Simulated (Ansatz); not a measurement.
Molecule: water, H$_{2}$O, charge 0, multiplicity 1. SMILES: O
Geometry from a B3LYP-D3(BJ)/def2-TZVP (Ansatz, an electronic-structure program) optimisation:
```xyz
3

O      0.0070     0.0013     0.1167
H     -0.0500     0.7593    -0.4742
H     -0.0062    -0.7700    -0.4592
```

Wanted: atomisation energy, in kcal/mol. Set-up: UHF or UKS for open shells; 6-31G* and kin with 6d, 5d where marked; atomisation electronic, to ground-state atoms; dispersion terms only where a functional's name holds one; frozen cores in correlated levels; non-relativistic; spin-orbit terms left out. CBS marks a two-point X^-3 extrapolation of the correlation energy; Hartree-Fock from the larger set (for Q and 5 zeta extrapolated as (X+1)exp(-9√X)). First-principles rows: single points at B3LYP-D3(BJ) geometries (Ansatz).

```
species  coefficient  E at PBE/6-31G* (Ansatz), Eh  E at wB97X-V/def2-TZVPD (Ansatz), Eh
-------  -----------  ----------------------------  ------------------------------------
O (H2O)           -1                     -76.32206                             -76.43464
H atom            +2                      -0.49743                              -0.50049
O atom            +1                     -74.97380                             -75.06921
```

Coupled cluster (Ansatz) is a level with limits of its own, used here on species with T1 under 0.025 (0.045 for open shells) and stable references: CCSD(T)/CBS(cc-pVQZ,cc-pV5Z). Value to compare with, CCSD(T)/CBS(cc-pVQZ,cc-pV5Z) (Ansatz): 232.8 kcal/mol. 1 Eh = 627.5095 kcal/mol.

Q: Compute it at each level from the table, and compare with CCSD(T)/CBS(cc-pVQZ,cc-pV5Z) (Ansatz).

A: 
- PBE/6-31G*: the sum of coefficient times E is 0.35340 Eh, or 221.76 kcal/mol. Result: 221.8 kcal/mol. Its difference against CCSD(T)/CBS(cc-pVQZ,cc-pV5Z) (Ansatz) is -11.0 kcal/mol.
- wB97X-V/def2-TZVPD: the sum of coefficient times E is 0.36445 Eh, or 228.70 kcal/mol. Result: 228.7 kcal/mol. Its difference against CCSD(T)/CBS(cc-pVQZ,cc-pV5Z) (Ansatz) is -4.1 kcal/mol.
